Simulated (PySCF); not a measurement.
Ionisation and electron attachment of nitroxyl

System: nitroxyl, `N=O` (HNO). Coordinates in Å; atoms count from 1 in this order:
```
N    -0.0555    0.4323   -0.0039
O     0.9590   -0.1870   -0.0282
H    -0.8805   -0.2503    0.0070
```

Energies: M06-2X/ma-def2-TZVP (PySCF, density fitting, integration grid level 3) on PBE0-D3(BJ)/def2-SVP structures. Thermal corrections: PBE0-D3(BJ)/def2-SVP frequencies, unscaled, ideal gas at 298.15 K and 1 bar, quasi-RRHO entropy.

Frontier levels of the parent: HOMO -8.79 eV, LUMO -1.43 eV.

Oxidation to the radical cation:
- Vertical ionisation energy (electronic): 10.59 eV
- Adiabatic ionisation energy (with zero-point energy): 10.18 eV
- Adiabatic, electronic part: 10.19 eV
- Vertical gap at the product's structure: 9.67 eV
- Inner reorganisation energy (four-point): 915 meV
- Relaxation of product / of parent: 398 / 517 meV
- ⟨S²⟩ of the product: 0.753
- Largest spin populations: O2 0.48, N1 0.43, H (on N1) 0.09
- Largest changes of atomic charge: O2 0.45, N1 0.36, H (on N1) 0.19
- Distances that move most (Å): N1–O2 1.189 → 1.118; N1–H 1.071 → 1.082
- Potential in DMF: 6.79 V absolute (solvation -15 → -342 kJ/mol)
- Potential in acetonitrile: 6.79 V absolute (solvation -15 → -341 kJ/mol)

Reduction to the radical anion:
* Vertical electron affinity (electronic): -0.05 eV
* Adiabatic electron affinity (with zero-point energy): 0.43 eV
* Adiabatic, electronic part: 0.36 eV
* Vertical gap at the product's structure: 0.84 eV
* ⟨S²⟩ of the product: 0.758
* Largest spin populations: N1 0.61, O2 0.42
* Largest changes of atomic charge: N1 -0.46, O2 -0.43, H (on N1) -0.12
* Distances that move most (Å): N1–O2 1.189 → 1.302; N1–H 1.071 → 1.090
* Potential in DMF: 3.44 V absolute (solvation -15 → -303 kJ/mol)
* Potential in acetonitrile: 3.43 V absolute (solvation -15 → -303 kJ/mol)

Solvents are IEF-PCM continua (electrostatics only, gas-phase structures); absolute potentials refer to an electron at rest in vacuum.

Measured values (NIST Chemistry WebBook, evaluated or the median of agreeing entries): adiabatic electron affinity 0.34 eV (computed 0.43, difference 0.09).

Note: structures of the anions come from def2-SVP, which lacks diffuse functions; a negative vertical affinity means that the electron isn't bound at that structure, so the value and what is derived from it hang on the basis.
